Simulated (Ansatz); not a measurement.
**H2S + SiH3O radical: a complex and its separated parts**

Aim: how far the complex at one end of a reaction step lies below its separated, relaxed parts, level by level.

Program: Ansatz 0.2.0, Gaussian basis. Level of theory: PBE0-D4/def2-TZVP structures, single points in def2-TZVPP, no counterpoise correction. These are calculated values, not measurements.

Levels: SPW92, PBE-D4, BLYP-D4, r2SCAN-D4, B97M-V, PBE0-D4, B3LYP-D4, r2SCAN0-D4, BHLYP-D4, CAM-B3LYP-D4, wB97X-V, wB97M-V, B2PLYP, PBE-QIDH, RPA on PBE, Hartree-Fock, MP2, CCSD, CCSD(T).

Cores are frozen in the correlated methods. Orbitals are unrestricted. B3LYP uses VWN-RPA correlation. B2PLYP carries no dispersion term here.

21 further runs of the same task are left out: 21 set aside as unsound or not needed.

## Step 1: The system as given

The complex: 8 atoms, charge 0, spin multiplicity 2.

Atoms are counted from 1 here; the program's logs count them from 0.

Bond lengths: H1–S4 1.343 Å, Si2–O3 1.645 Å, Si2–H5 1.488 Å, Si2–H6 1.500 Å, O3–H7 0.969 Å, S4–H8 1.343 Å. Angles: O3–Si2–H5 106.6°, O3–Si2–H6 111.4°, H5–Si2–H6 110.0°, Si2–O3–H7 115.3°, H1–S4–H8 92.4°.

As a file:

| atom | x (Å) | y (Å) | z (Å) |
| --- | --- | --- | --- |
| H1 | -0.2817 | -0.3718 | 2.4701 |
| Si2 | 1.0432 | 0.7675 | -1.0873 |
| O3 | -0.5599 | 1.0518 | -0.8544 |
| S4 | -1.3470 | -0.8361 | 1.7976 |
| H5 | 1.3837 | 1.3193 | -2.4271 |
| H6 | 1.3503 | -0.7004 | -1.0436 |
| H7 | -0.9548 | 0.5976 | -0.0956 |
| H8 | -0.6340 | -1.8279 | 1.2403 |

Its parts: H2S holds atoms 1, 4, 8; SiH3O radical holds atoms 2, 3, 5, 6, 7. Each part counts its atoms afresh in its own runs.

## Step 2: Relaxing H2S alone

The input, relax-a/in.yaml:

```yaml
crystal:
  periodic: [false, false, false]
  atoms:
    - {symbol: H, position_ang: [-0.281709, -0.371829, 2.470065]}
    - {symbol: S, position_ang: [-1.346986, -0.836062, 1.797647]}
    - {symbol: H, position_ang: [-0.634012, -1.827885, 1.240268]}
basis:
  gaussian: {orbitals: def2-TZVP}
hamiltonian: {xc: pbe0, dispersion: d4}
relax: {f_tol: 0.005, max_steps: 200}
```

No record of the launch command was kept for these runs.

The runs that follow: Relaxing SiH3O radical alone; wB97M-V/def2-TZVPP; CCSD(T)/def2-TZVPP; Vibrations of H2S; Vibrations of SiH3O radical.

Q: Predict the outcome of this session. Wanted: complex less parts, CCSD(T)/def2-TZVPP; with zero-point energy; largest T1 diagnostic.

As calculated:

```
                              quantity      value
complex less parts, CCSD(T)/def2-TZVPP  -0.171 eV
                with zero-point energy  -0.115 eV
                 largest T1 diagnostic      0.015
```

In words: At CCSD(T) the complex lies 0.171 eV below its parts. The functionals run from PBE-QIDH, off by +0.001 eV, to SPW92, off by -0.159 eV, against CCSD(T). By rung, the mean size of the error is: LDA 0.159, GGA 0.068, meta-GGA 0.031, hybrid 0.036, range-separated hybrid 0.022, double hybrid 0.011 eV. PBE-D4 gives a relative energy 0.078 eV too low, outside chemical accuracy (1 kcal/mol, 0.043 eV). No counterpoise was applied, and triple zeta lacks some correlation, so the CCSD(T) reference has a basis error of its own, and close matches with it are partly luck.
